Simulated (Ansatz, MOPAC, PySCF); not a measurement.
Ligands exchanged one at a time, Al Cl-CH3. Gas-phase values, no solvent. Strings in code marks are SMILES.

Quantity: redistribution energy (mixed species minus the weighted end members), in kJ/mol. Semi-empirical values (MOPAC) are differences of heats of formation.

Level 1: frozen-core MP2/cc-pVTZ // B3LYP-D3(BJ)/def2-TZVP (Ansatz, an electronic-structure program)
Level 2: PBE/6-31G* // B3LYP-D3(BJ)/def2-TZVP (PySCF)
Level 3: AM1 // B3LYP-D3(BJ)/def2-TZVP (MOPAC)
Level 4: PM7 // B3LYP-D3(BJ)/def2-TZVP (MOPAC)

```csv
species,level 1,level 2,level 3,level 4
2 of 3 Cl replaced by CH3: `[CH3][Al]([CH3])[Cl]`,-17.79,-22.12,-15.71,6.21
1 of 3 Cl replaced by CH3: `[CH3][Al]([Cl])[Cl]`,-18.42,-22.72,-15.03,7.89
```
